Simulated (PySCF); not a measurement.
SiP⁺, PBE0: how much the basis matters

PySCF, UKS reference; triplet, unpaired electrons π ↑↑; De to Si⁺ + P without counterpoise correction.

```
      basis     relativity  functions  Re (Å)  ωe (cm⁻¹)  De (eV)  μ (D)
 x2c-SVPall  spin-free X2C         36   2.233        505     2.93  -1.87
  def2-SVPD  no relativity         48   2.235        507     3.08  -1.68
  def2-TZVP  no relativity         74   2.217        513     3.12  -1.60
def2-TZVPPD  no relativity         96   2.217        512     3.13  -1.57
```

(1) How does each smaller set differ from the one with most functions, def2-TZVPPD?

A positive dipole points towards P; it is taken about the centre of mass and depends on that origin. For an ion De counts to the pair picked by the measured ionisation energies or electron affinities, which need not be the lowest pair at this level. The state is the lowest determinant that a PBE0 search found; another state may lie lower at other levels.

Answers

(1) x2c-SVPall: +1.6 pm, -1.4 % in ωe, -0.20 eV in De; def2-SVPD: +1.8 pm, -1.0 % in ωe, -0.05 eV in De; def2-TZVP: +0.0 pm, +0.2 % in ωe, -0.01 eV in De. All at PBE0; the set with most functions is neither the basis-set limit nor always the best. The rows treat relativity differently, so the differences are not basis effects alone.
